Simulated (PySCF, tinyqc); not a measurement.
Worked calculation: RHF in the sto-6g basis, for HF, spin multiplicity 1. The lowest restricted solution is unstable here: a spin-polarised one lies 0.1048 hartree lower (PySCF). Computed by tinyqc, a small Python program that keeps every step (integrals from PySCF). Settings: charge = 0, multiplicity = 1, basis = sto-6g, energy threshold = 1e-08, iteration cap = 68, orthogonalisation = symmetric, start = core, DIIS depth = 8, DIIS from iteration = 2, method = RHF. Command: `OMP_NUM_THREADS=1 python tinyqc.py 22188 22189 out.jsonl` (the two numbers bound the seeds that draw the settings). One thread of a shared host (Intel(R) Xeon(R) Processor @ 2.60GHz), about 0.09 s of CPU time with the checks. Later iterations appear only in the table of the cycle.

## One-electron integrals

Geometry (angstrom):

| atom | x | y | z |
|---|---|---|---|
| F | 0.000000 | 0.000000 | 0.000000 |
| H | 0.000000 | 0.000000 | 1.651000 |

Basis sto-6g: exponents (1/bohr^2) and contraction coefficients of normalised primitives:

| element | l (shell) | exponent | coefficient |
|---|---|---|---|
| F | s (1) | 1728.626574 | 0.009164 |
| F | s (1) | 316.941790 | 0.049361 |
| F | s (1) | 88.668891 | 0.168538 |
| F | s (1) | 30.460157 | 0.370563 |
| F | s (1) | 11.828570 | 0.416492 |
| F | s (1) | 4.871659 | 0.130334 |
| F | s (2) | 67.032281 | -0.013253 |
| F | s (2) | 13.267438 | -0.046992 |
| F | s (2) | 4.123510 | -0.033785 |
| F | s (2) | 1.586463 | 0.250242 |
| F | s (2) | 0.689002 | 0.595117 |
| F | s (2) | 0.315820 | 0.240706 |
| F | p (3) | 67.032281 | 0.003760 |
| F | p (3) | 13.267438 | 0.037679 |
| F | p (3) | 4.123510 | 0.173897 |
| F | p (3) | 1.586463 | 0.418036 |
| F | p (3) | 0.689002 | 0.425860 |
| F | p (3) | 0.315820 | 0.101708 |
| H | s (1) | 35.523221 | 0.009164 |
| H | s (1) | 6.513144 | 0.049361 |
| H | s (1) | 1.822143 | 0.168538 |
| H | s (1) | 0.625955 | 0.370563 |
| H | s (1) | 0.243077 | 0.416492 |
| H | s (1) | 0.100112 | 0.130334 |

Overlap, kinetic and nuclear-attraction integrals over the contracted functions; the nuclear repulsion is the sum of Za Zb / Rab.

nuclear repulsion = 2.88467286 hartree

overlap S, lower triangle:
```
           1F 1s     1F 2s    1F 2px    1F 2py    1F 2pz     2H 1s
1F 1s   1.000000
1F 2s   0.232479  1.000000
1F 2px  0.000000  0.000000  1.000000
1F 2py  0.000000  0.000000  0.000000  1.000000
1F 2pz  0.000000  0.000000  0.000000  0.000000  1.000000
2H 1s   0.009238  0.125044  0.000000  0.000000  0.117201  1.000000
```

kinetic energy T (hartree), lower triangle:
```
            1F 1s      1F 2s    1F 2px    1F 2py    1F 2pz     2H 1s
1F 1s   37.397730
1F 2s   -1.143349   1.082297
1F 2px   0.000000   0.000000  3.251325
1F 2py   0.000000   0.000000  0.000000  3.251325
1F 2pz   0.000000   0.000000  0.000000  0.000000  3.251325
2H 1s   -0.003258  -0.018201  0.000000  0.000000  0.003916  0.768522
```

nuclear attraction V (hartree), lower triangle:
```
             1F 1s       1F 2s      1F 2px      1F 2py      1F 2pz      2H 1s
1F 1s   -78.142971
1F 2s    -7.940224  -11.795944
1F 2px    0.000000    0.000000  -11.787850
1F 2py    0.000000    0.000000    0.000000  -11.787850
1F 2pz   -0.004913   -0.058133    0.000000    0.000000  -11.810607
2H 1s    -0.359922   -0.955700    0.000000    0.000000   -0.755087  -4.118115
```

core Hamiltonian H = T + V (hartree), lower triangle:
```
             1F 1s       1F 2s     1F 2px     1F 2py     1F 2pz      2H 1s
1F 1s   -40.745241
1F 2s    -9.083573  -10.713648
1F 2px    0.000000    0.000000  -8.536525
1F 2py    0.000000    0.000000   0.000000  -8.536525
1F 2pz   -0.004913   -0.058133   0.000000   0.000000  -8.559282
2H 1s    -0.363180   -0.973901   0.000000   0.000000  -0.751171  -3.349593
```

## Two-electron integrals

Functions are numbered as in S; the eight-fold symmetry (ij|kl) = (ji|kl) = (kl|ij) leaves the list below.

Two-electron integrals (ij|kl) in chemists' order, unique and non-zero (hartree):
```
(11|11) 5.406240   (21|11) 0.768129   (21|21) 0.138909   (22|11) 1.266271
(22|21) 0.283987   (22|22) 0.926367   (31|31) 0.029452   (32|31) 0.044681
(32|32) 0.204753   (33|11) 1.266273   (33|21) 0.283987   (33|22) 0.926366
(33|33) 0.998085   (41|41) 0.029452   (42|41) 0.044681   (42|42) 0.204753
(43|43) 0.053789   (44|11) 1.266273   (44|21) 0.283987   (44|22) 0.926366
(44|33) 0.890506   (44|44) 0.998085   (51|51) 0.029452   (52|51) 0.044681
(52|52) 0.204753   (53|53) 0.053789   (54|54) 0.053789   (55|11) 1.266273
(55|21) 0.283987   (55|22) 0.926366   (55|33) 0.890506   (55|44) 0.890506
(55|55) 0.998085   (61|11) 0.032369   (61|21) 0.005620   (61|22) 0.011269
(61|33) 0.011252   (61|44) 0.011252   (61|51) 0.000244   (61|52) 0.000482
(61|55) 0.011304   (61|61) 0.000231   (62|11) 0.098790   (62|21) 0.022569
(62|22) 0.084326   (62|33) 0.083127   (62|44) 0.083127   (62|51) 0.001631
(62|52) 0.013200   (62|55) 0.086724   (62|61) 0.000916   (62|62) 0.010428
(63|31) 0.002272   (63|32) 0.013775   (63|53) 0.002661   (63|63) 0.001385
(64|41) 0.002272   (64|42) 0.013775   (64|54) 0.002661   (64|64) 0.001385
(65|11) 0.075419   (65|21) 0.017442   (65|22) 0.069471   (65|33) 0.066855
(65|44) 0.066855   (65|51) 0.003279   (65|52) 0.023251   (65|55) 0.074702
(65|61) 0.000732   (65|62) 0.010525   (65|65) 0.011839   (66|11) 0.319816
(66|21) 0.074334   (66|22) 0.318768   (66|33) 0.311958   (66|44) 0.311958
(66|51) 0.004820   (66|52) 0.056000   (66|55) 0.332389   (66|61) 0.003016
(66|62) 0.056719   (66|65) 0.065662   (66|66) 0.774999
```

## Orthogonalisation

S = U s U^T; symmetric (Loewdin) form X = U s^(-1/2) U^T, so that X^T S X = 1.

eigenvalues of S: 0.733470  0.895024  1.000000  1.000000  1.096474  1.275032

X, lower triangle:
```
            1F 1s      1F 2s    1F 2px    1F 2py     1F 2pz     2H 1s
1F 1s    1.021211
1F 2s   -0.121118   1.027419
1F 2px   0.000000   0.000000  1.000000
1F 2py   0.000000   0.000000  0.000000  1.000000
1F 2pz  -0.000707   0.005766  0.000000  0.000000   1.005265
2H 1s    0.006731  -0.065111  0.000000  0.000000  -0.059713  1.011362
```

## Starting guess

The start is the orbitals of the core Hamiltonian; D = 2 C_occ C_occ^T.

D at the start, lower triangle:
```
            1F 1s      1F 2s    1F 2px    1F 2py     1F 2pz     2H 1s
1F 1s    2.114951
1F 2s   -0.495272   2.133525
1F 2px   0.000000   0.000000  2.000000
1F 2py   0.000000   0.000000  0.000000  2.000000
1F 2pz  -0.003596   0.019149  0.000000  0.000000   2.018675
2H 1s    0.021773  -0.089223  0.000000  0.000000  -0.100923  0.008698
```

## Iteration 1: building the Fock matrix

J_ij = sum D_kl (ij|kl), K_ij = sum D_kl (ik|jl); F = H + J - 0.5 K; E = tr D H + tr D J / 2 - 0.25 tr D K + E_nn.

Coulomb J (hartree), lower triangle:
```
            1F 1s     1F 2s    1F 2px    1F 2py    1F 2pz     2H 1s
1F 1s   20.967310
1F 2s    3.795422  9.922917
1F 2px   0.000000  0.000000  9.922927
1F 2py   0.000000  0.000000  0.000000  9.922927
1F 2pz   0.000599  0.000980  0.000000  0.000000  9.922890
2H 1s    0.154503  0.871110  0.000000  0.000000  0.705869  3.187289
```

exchange K (hartree), lower triangle:
```
            1F 1s     1F 2s    1F 2px    1F 2py    1F 2pz     2H 1s
1F 1s   11.147056
1F 2s    1.802473  3.204613
1F 2px   0.000000  0.000000  2.664324
1F 2py   0.000000  0.000000  0.000000  2.664324
1F 2pz   0.000217  0.002510  0.000000  0.000000  2.665861
2H 1s    0.080420  0.244638  0.000000  0.000000  0.151147  0.035164
```

Fock matrix F (hartree), lower triangle:
```
             1F 1s      1F 2s    1F 2px    1F 2py     1F 2pz      2H 1s
1F 1s   -25.351459
1F 2s    -6.189388  -2.393038
1F 2px    0.000000   0.000000  0.054241
1F 2py    0.000000   0.000000  0.000000  0.054241
1F 2pz   -0.004423  -0.058408  0.000000  0.000000   0.030678
2H 1s    -0.248887  -0.225110  0.000000  0.000000  -0.120876  -0.179886
```

total energy of this density = -98.83710503 hartree

## Iteration 1: diagonalisation and new density

Diagonalise F' = X^T F X, C = X C', fill 5 alpha and 5 beta electrons from the bottom; D = 2 C_occ C_occ^T. Each column has its largest component positive (the first on a tie).

F' = X^T F X (hartree), lower triangle:
```
            1          2         3         4          5          6
1  -24.945398
2   -3.137782  -1.332720
3    0.000000   0.000000  0.054241
4    0.000000   0.000000  0.000000  0.054241
5   -0.001664  -0.047803  0.000000  0.000000   0.044294
6   -0.007170  -0.100894  0.000000  0.000000  -0.111905  -0.149348
```

orbital energies (hartree): MO1 -25.355269, MO2 -0.939180, MO3 -0.184176, MO4 0.054241, MO5 0.054241, MO6 0.095452

coefficients C:
```
              MO1        MO2        MO3       MO4        MO5        MO6
1F 1s    0.996926  -0.248901   0.042011  0.000000   0.000000  -0.002948
1F 2s    0.012925   1.014917  -0.208278  0.000000   0.000000   0.030474
1F 2px   0.000000   0.000000   0.000000  0.999164  -0.040874   0.000000
1F 2py   0.000000   0.000000   0.000000  0.040874   0.999164   0.000000
1F 2pz   0.000312   0.060722   0.357992  0.000000   0.000000   0.939315
2H 1s   -0.000967   0.066041   0.895308  0.000000   0.000000  -0.474093
```

D after iteration 1, lower triangle:
```
            1F 1s      1F 2s    1F 2px    1F 2py    1F 2pz     2H 1s
1F 1s    2.115158
1F 2s   -0.496958   2.147206
1F 2px   0.000000   0.000000  2.000000
1F 2py   0.000000   0.000000  0.000000  2.000000
1F 2pz   0.000474  -0.025860  0.000000  0.000000  0.263691
2H 1s    0.040423  -0.238920  0.000000  0.000000  0.649046  1.611877
```

Within a degenerate level the vectors are fixed only up to a rotation; this is one choice.

## Iteration 2: building the Fock matrix

As before.

Coulomb J (hartree), lower triangle:
```
            1F 1s     1F 2s    1F 2px    1F 2py    1F 2pz     2H 1s
1F 1s   19.358349
1F 2s    3.439390  8.899554
1F 2px   0.000000  0.000000  8.948015
1F 2py   0.000000  0.000000  0.000000  8.948015
1F 2pz   0.008984  0.103631  0.000000  0.000000  8.802630
2H 1s    0.140433  0.822463  0.000000  0.000000  0.693509  3.927208
```

exchange K (hartree), lower triangle:
```
            1F 1s     1F 2s    1F 2px    1F 2py    1F 2pz     2H 1s
1F 1s   11.096056
1F 2s    1.725668  2.869133
1F 2px   0.000000  0.000000  2.574754
1F 2py   0.000000  0.000000  0.000000  2.574754
1F 2pz   0.001536  0.040268  0.000000  0.000000  1.041084
2H 1s    0.077957  0.294228  0.000000  0.000000  0.368905  1.337667
```

Fock matrix F (hartree), lower triangle:
```
             1F 1s      1F 2s     1F 2px     1F 2py     1F 2pz      2H 1s
1F 1s   -26.934920
1F 2s    -6.507017  -3.248660
1F 2px    0.000000   0.000000  -0.875886
1F 2py    0.000000   0.000000   0.000000  -0.875886
1F 2pz    0.003303   0.025364   0.000000   0.000000  -0.277194
2H 1s    -0.261726  -0.298552   0.000000   0.000000  -0.242114  -0.091218
```

total energy of this density = -99.06256980 hartree

## Iteration 2: diagonalisation and new density

As before.

F' = X^T F X (hartree), lower triangle:
```
            1          2          3          4          5          6
1  -26.530772
2   -3.173718  -2.169021
3    0.000000   0.000000  -0.875886
4    0.000000   0.000000   0.000000  -0.875886
5   -0.004484   0.044006   0.000000   0.000000  -0.250975
6   -0.006791  -0.134138   0.000000   0.000000  -0.228329  -0.038386
```

orbital energies (hartree): MO1 -26.937460, MO2 -1.772910, MO3 -0.875886, MO4 -0.875886, MO5 -0.395721, MO6 0.116937

coefficients C:
```
              MO1        MO2       MO3        MO4        MO5        MO6
1F 1s    0.997540  -0.248772  0.000000   0.000000   0.008557   0.023251
1F 2s    0.010392   1.026608  0.000000   0.000000  -0.054651  -0.132339
1F 2px   0.000000   0.000000  0.800791  -0.598944   0.000000   0.000000
1F 2py   0.000000   0.000000  0.598944   0.800791   0.000000   0.000000
1F 2pz  -0.000057  -0.016623  0.000000   0.000000   0.819000  -0.585765
2H 1s   -0.000703   0.010286  0.000000   0.000000   0.489005   0.889646
```

D after iteration 2, lower triangle:
```
            1F 1s      1F 2s    1F 2px    1F 2py    1F 2pz     2H 1s
1F 1s    2.114094
1F 2s   -0.490984   2.114035
1F 2px   0.000000   0.000000  2.000000
1F 2py   0.000000   0.000000  0.000000  2.000000
1F 2pz   0.022174  -0.123651  0.000000  0.000000  1.342075
2H 1s    0.001848  -0.032344  0.000000  0.000000  0.800648  0.478464
```

Within a degenerate level the vectors are fixed only up to a rotation; this is one choice.

## Iteration 3: building the Fock matrix

As before.

Coulomb J (hartree), lower triangle:
```
            1F 1s     1F 2s    1F 2px    1F 2py    1F 2pz     2H 1s
1F 1s   20.384003
1F 2s    3.666989  9.563589
1F 2px   0.000000  0.000000  9.579811
1F 2py   0.000000  0.000000  0.000000  9.579811
1F 2pz  -0.002291  0.014519  0.000000  0.000000  9.531141
2H 1s    0.149362  0.853985  0.000000  0.000000  0.700945  3.429598
```

exchange K (hartree), lower triangle:
```
            1F 1s      1F 2s    1F 2px    1F 2py    1F 2pz     2H 1s
1F 1s   11.126273
1F 2s    1.774254   3.087734
1F 2px   0.000000   0.000000  2.631223
1F 2py   0.000000   0.000000  0.000000  2.631223
1F 2pz  -0.000322  -0.042128  0.000000  0.000000  2.129698
2H 1s    0.081733   0.319906  0.000000  0.000000  0.429891  0.512788
```

Fock matrix F (hartree), lower triangle:
```
             1F 1s      1F 2s     1F 2px     1F 2py     1F 2pz      2H 1s
1F 1s   -25.924375
1F 2s    -6.303712  -2.693926
1F 2px    0.000000   0.000000  -0.272326
1F 2py    0.000000   0.000000   0.000000  -0.272326
1F 2pz   -0.007043  -0.022550   0.000000   0.000000  -0.092990
2H 1s    -0.254684  -0.279870   0.000000   0.000000  -0.265171  -0.176389
```

total energy of this density = -99.23720606 hartree

## Iteration 3: DIIS over 2 matrices

error matrix X^T (FDS - SDF) X:
```
           1          2         3         4          5          6
1   0.000000   0.001292  0.000000  0.000000   0.010417  -0.020623
2  -0.001292   0.000000  0.000000  0.000000  -0.006647   0.045567
3   0.000000   0.000000  0.000000  0.000000   0.000000   0.000000
4   0.000000   0.000000  0.000000  0.000000   0.000000   0.000000
5  -0.010417   0.006647  0.000000  0.000000   0.000000   0.261196
6   0.020623  -0.045567  0.000000  0.000000  -0.261196   0.000000
```

B (overlaps of the stored error matrices):
```
                1               2
1   4.9994848e-01  -2.2989908e-01
2  -2.2989908e-01   1.4175832e-01
```

Minimise |sum c_i e_i|^2 with sum c_i = 1: solve [B -1; -1 0][c; lambda] = [0; -1] with B_ij = tr e_i^T e_j, and take F = sum c_i F_i.

DIIS coefficients: 0.337409  0.662591

extrapolated F (hartree), lower triangle:
```
             1F 1s      1F 2s     1F 2px     1F 2py     1F 2pz      2H 1s
1F 1s   -26.265342
1F 2s    -6.372309  -2.881098
1F 2px    0.000000   0.000000  -0.475972
1F 2py    0.000000   0.000000   0.000000  -0.475972
1F 2pz   -0.003552  -0.006383   0.000000   0.000000  -0.155142
2H 1s    -0.257060  -0.286173   0.000000   0.000000  -0.257391  -0.147651
```

## Iteration 3: diagonalisation and new density

As before.

F' = X^T F X (hartree), lower triangle:
```
            1          2          3          4          5          6
1  -25.860373
2   -3.159066  -1.806903
3    0.000000   0.000000  -0.475972
4    0.000000   0.000000   0.000000  -0.475972
5   -0.007953   0.014857   0.000000   0.000000  -0.126356
6   -0.005234  -0.139502   0.000000   0.000000  -0.245807  -0.094166
```

orbital energies (hartree): MO1 -26.268371, MO2 -1.413375, MO3 -0.475972, MO4 -0.475972, MO5 -0.350224, MO6 0.144171

coefficients C:
```
              MO1        MO2       MO3        MO4        MO5        MO6
1F 1s    0.997291  -0.248913  0.000000   0.000000   0.022455   0.023144
1F 2s    0.011421   1.021881  0.000000   0.000000  -0.118606  -0.126858
1F 2px   0.000000   0.000000  0.989198  -0.146588   0.000000   0.000000
1F 2py   0.000000   0.000000  0.146588   0.989198   0.000000   0.000000
1F 2pz   0.000223   0.007464  0.000000   0.000000   0.703106  -0.720933
2H 1s   -0.000785   0.040911  0.000000   0.000000   0.637132   0.789361
```

D after iteration 3, lower triangle:
```
            1F 1s      1F 2s    1F 2px    1F 2py    1F 2pz     2H 1s
1F 1s    2.114104
1F 2s   -0.491266   2.116877
1F 2px   0.000000   0.000000  2.000000
1F 2py   0.000000   0.000000  0.000000  2.000000
1F 2pz   0.028306  -0.151524  0.000000  0.000000  0.988828
2H 1s    0.006680  -0.067541  0.000000  0.000000  0.896553  0.815223
```

Within a degenerate level the vectors are fixed only up to a rotation; this is one choice.

## Iteration 7 (converged): orbitals

converged F (hartree), lower triangle:
```
             1F 1s      1F 2s     1F 2px     1F 2py     1F 2pz      2H 1s
1F 1s   -26.265651
1F 2s    -6.372333  -2.878181
1F 2px    0.000000   0.000000  -0.473443
1F 2py    0.000000   0.000000   0.000000  -0.473443
1F 2pz   -0.007906   0.000531   0.000000   0.000000  -0.159181
2H 1s    -0.257308  -0.294754   0.000000   0.000000  -0.281156  -0.159150
```

As before.

F' = X^T F X (hartree), lower triangle:
```
            1          2          3          4          5          6
1  -25.860629
2   -3.159560  -1.802621
3    0.000000   0.000000  -0.473443
4    0.000000   0.000000   0.000000  -0.473443
5   -0.013468   0.024569   0.000000   0.000000  -0.127533
6   -0.004149  -0.148550   0.000000   0.000000  -0.269684  -0.101876
```

orbital energies (hartree): MO1 -26.268681, MO2 -1.411067, MO3 -0.473443, MO4 -0.473443, MO5 -0.378174, MO6 0.165264

coefficients C:
```
              MO1        MO2        MO3       MO4        MO5        MO6
1F 1s    0.997292  -0.248685   0.000000  0.000000   0.022850   0.025095
1F 2s    0.011417   1.020661   0.000000  0.000000  -0.120996  -0.134209
1F 2px   0.000000   0.000000  -0.030869  0.999523   0.000000   0.000000
1F 2py   0.000000   0.000000   0.999523  0.030869   0.000000   0.000000
1F 2pz   0.000386   0.002450   0.000000  0.000000   0.697119  -0.726758
2H 1s   -0.000789   0.048158   0.000000  0.000000   0.643574   0.783706
```

D after iteration 7, lower triangle:
```
            1F 1s      1F 2s    1F 2px    1F 2py    1F 2pz     2H 1s
1F 1s    2.113915
1F 2s   -0.490402   2.113039
1F 2px   0.000000   0.000000  2.000000
1F 2py   0.000000   0.000000  0.000000  2.000000
1F 2pz   0.031410  -0.163687  0.000000  0.000000  0.971962
2H 1s    0.003885  -0.057453  0.000000  0.000000  0.897530  0.833014
```

Within a degenerate level the vectors are fixed only up to a rotation; this is one choice.

## Convergence

Stop when the energy changes by less than 1e-08 hartree and every element of the error matrix X^T (F D S - S D F) X is below 3e-05.

Course of the cycle:

| iteration | E (hartree) | change | largest element of the error matrix |
|---|---|---|---|
| 1 | -98.83710503 | - | 2.25e-01 |
| 2 | -99.06256980 | -2.25e-01 | 4.59e-01 |
| 3 | -99.23720606 | -1.75e-01 | 2.61e-01 |
| 4 | -99.28849130 | -5.13e-02 | 1.47e-02 |
| 5 | -99.28875905 | -2.68e-04 | 4.15e-03 |
| 6 | -99.28877015 | -1.11e-05 | 4.40e-05 |
| 7 | -99.28877016 | -2.07e-09 | 1.19e-05 |

PySCF RHF in the same basis = -99.28877016 hartree

Converged in 7 iterations.

## Populations, bond orders and dipole

Mulliken: Z minus the diagonal of D S on the atom; Loewdin: the same with S^(1/2) D S^(1/2); Mayer order: 2 sum_s sum (D(s) S)_ij (D(s) S)_ji over the two atoms.

Charges (e):

| atom | Mulliken | Loewdin |
|---|---|---|
| 1F | -0.068943 | -0.064706 |
| 2H | 0.068943 | 0.064706 |

Mayer bond orders:

| pair | order |
|---|---|
| 2-1 | 0.995247 |

dipole moment about the origin, x y z (debye): 0.000000  0.000000  0.906233
